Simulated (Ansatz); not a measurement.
Input file:

```yaml
crystal:
  periodic: [false, false, false]
  atoms:
    - {symbol: Ge, position_ang: [0.002760, 0.004987, -0.004999]}
    - {symbol: H, position_ang: [0.564063, 1.038912, 1.027593]}
    - {symbol: H, position_ang: [-0.777034, -1.404028, 1.407362]}
    - {symbol: H, position_ang: [-0.556464, 1.035804, -1.041816]}
    - {symbol: H, position_ang: [0.570543, -1.030066, -1.032906]}
basis:
  gaussian: {orbitals: STO-3G, fitting: {mean_field: def2-universal-jkfit}}
total_charge: 1
magnetization: {spin_polarized: true, initial_magnetization: 1}
correlation: {method: ccsdt, electrons: valence}
```

```sh
$ ansatz run in.yaml --threads 1 --pin off --events-out ev --progress --plain --max-ram 2393MiB
```

The program prints:

```
338 factors; integrals over basis functions are off by at most 1.6e-2 eV
mean field evaluation 1: about -55882.2911 eV, gradient 6.3e0 eV
mean field evaluation 2: about -55882.9936 eV, gradient 3.1e0 eV
mean field evaluation 4: about -55883.3555 eV, gradient 4.0e-1 eV
mean field evaluation 8: about -55882.2912 eV, gradient 6.3e0 eV
mean field evaluation 16: about -55880.7270 eV, gradient 4.1e-1 eV
mean field evaluation 32: about -55880.6339 eV, gradient 1.1e0 eV
mean field -55883.36515683 eV, -2053.6757904079 hartree, gradient 6.8e-6 eV, S^2 0.780550; 1 other end points of the search recorded, 0 dependent functions left out
determinant -55883.36515683 eV, -2053.6757904079 hartree, with singles and doubles -55885.12083907 eV, -2053.7403105403 hartree
determinant -55880.73212980 eV, -2053.5790284495 hartree, with singles and doubles -55882.76357264 eV, -2053.6536825969 hartree
9 core orbitals not correlated: weight in the atoms' cores, before any rotation towards them, 1.000 or more for the frozen orbitals, at most 0.000 for the correlated occupied ones
reference -55883.36515683 eV, -2053.6757904079 hartree; 9, 8 occupied and 4, 5 virtual orbitals, 338 factors
second order -1.09316377 eV of doubles, -0.00000000 eV of singles
cycle   1  -1.46626090 eV  change   -3.7e-1 eV  update   6.0e-2
cycle   2  -1.72666289 eV  change   -2.6e-1 eV  update   3.0e-2
cycle   3  -1.74736574 eV  change   -2.1e-2 eV  update   1.5e-2
cycle   4  -1.77185814 eV  change   -2.4e-2 eV  update   1.2e-2
cycle   5  -1.79279972 eV  change   -2.1e-2 eV  update   9.2e-3
cycle   6  -1.80161959 eV  change   -8.8e-3 eV  update   7.1e-3
cycle   7  -1.80554249 eV  change   -3.9e-3 eV  update   5.0e-3
cycle   8  -1.80877846 eV  change   -3.2e-3 eV  update   3.0e-3
cycle   9  -1.80981064 eV  change   -1.0e-3 eV  update   2.2e-3
cycle  10  -1.80929901 eV  change    5.1e-4 eV  update   1.0e-3
cycle  11  -1.80929183 eV  change    7.2e-6 eV  update   4.7e-4
cycle  12  -1.80922151 eV  change    7.0e-5 eV  update   2.1e-4
cycle  13  -1.80922737 eV  change   -5.9e-6 eV  update   7.1e-5
cycle  14  -1.80926687 eV  change   -3.9e-5 eV  update   6.4e-5
cycle  15  -1.80928709 eV  change   -2.0e-5 eV  update   4.2e-5
cycle  16  -1.80928612 eV  change    9.7e-7 eV  update   1.9e-5
cycle  17  -1.80928109 eV  change    5.0e-6 eV  update   1.1e-5
cycle  18  -1.80927989 eV  change    1.2e-6 eV  update   6.6e-6
cycle  19  -1.80928246 eV  change   -2.6e-6 eV  update   5.2e-6
cycle  20  -1.80928812 eV  change   -5.7e-6 eV  update   3.4e-6
cycle  21  -1.80929452 eV  change   -6.4e-6 eV  update   2.4e-6
cycle  22  -1.80929712 eV  change   -2.6e-6 eV  update   1.7e-6
cycle  23  -1.80929763 eV  change   -5.2e-7 eV  update   1.6e-6
Total energy: -55885.17445446 eV, -2053.7422808696 hartree
```

Ran on 1 thread of Arm Neoverse V2, shared host: 0.93 s wall, 0.08 GiB peak host memory.
